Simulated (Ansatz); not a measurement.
# C3H6N2: the cost of one run

Method: RKS PBE0-D4/def2-SVP, in Ansatz 0.2.0.

### 1 The system as given

Bond lengths: C1–N2 1.447 Å, N2–C3 1.434 Å, C3–C4 1.499 Å, C3–N5 1.545 Å, C4–N5 1.232 Å, C1–H6 1.154 Å, C1–H7 1.051 Å, C1–H8 1.074 Å, N2–H9 1.020 Å, C3–H10 1.075 Å, C4–H11 1.112 Å. Angles (14 of 19 angles, heavy atoms first): C1–N2–C3 109.2°, N2–C3–C4 115.7°, N2–C3–N5 110.7°, C4–C3–N5 47.7°, C3–C4–N5 68.1°, C3–N5–C4 64.2°, C1–N2–H9 109.5°, C3–N2–H9 106.9°, N2–C1–H6 106.6°, N2–C1–H7 114.4°, N2–C1–H8 109.7°, N2–C3–H10 125.0°, C4–C3–H10 117.3°, N5–C3–H10 115.0°.

Structure file:

```xyz
11

C    -0.8587   -0.2041   -1.3216
N    -0.2076    0.5959   -0.3065
C     0.1739   -0.2490    0.7877
C     1.1690    0.3361    1.7438
N     1.7123   -0.3586    0.8830
H    -1.1775    0.5220   -2.1605
H    -0.2552   -0.9613   -1.7312
H    -1.7938   -0.5741   -0.9451
H     0.6508    0.9948   -0.6864
H    -0.3638   -1.1226    1.1087
H     1.0160    0.9640    2.6486
```

### 2 Relaxing end A

File input.yaml:

```yaml
crystal:
  periodic: [false, false, false]
  atoms:
    - { symbol: C, position_ang: [-0.8587, -0.2041, -1.3216] }
    - { symbol: "N", position_ang: [-0.2076, 0.5959, -0.3065] }
    - { symbol: C, position_ang: [0.1739, -0.249, 0.7877] }
    - { symbol: C, position_ang: [1.169, 0.3361, 1.7438] }
    - { symbol: "N", position_ang: [1.7123, -0.3586, 0.883] }
    - { symbol: H, position_ang: [-1.1775, 0.522, -2.1605] }
    - { symbol: H, position_ang: [-0.2552, -0.9613, -1.7312] }
    - { symbol: H, position_ang: [-1.7938, -0.5741, -0.9451] }
    - { symbol: H, position_ang: [0.6508, 0.9948, -0.6864] }
    - { symbol: H, position_ang: [-0.3638, -1.1226, 1.1087] }
    - { symbol: H, position_ang: [1.016, 0.964, 2.6486] }
basis:
  gaussian: { orbitals: def2-SVP }
hamiltonian:
  xc: pbe0
  dispersion: d4
relax:
  f_tol: 0.02
  max_steps: 50
output:
  orbitals: {}
```

Run with:

```console
$ ansatz run input.yaml --threads 2 --pin off --max-ram 3072MiB --backend cpu --events-out ev --progress --plain --runs-dir out
```

Q: Estimate wall time and peak memory on 2 threads of Arm Neoverse V1, shared host.

About 26 s, with a peak of 0.21 GiB.
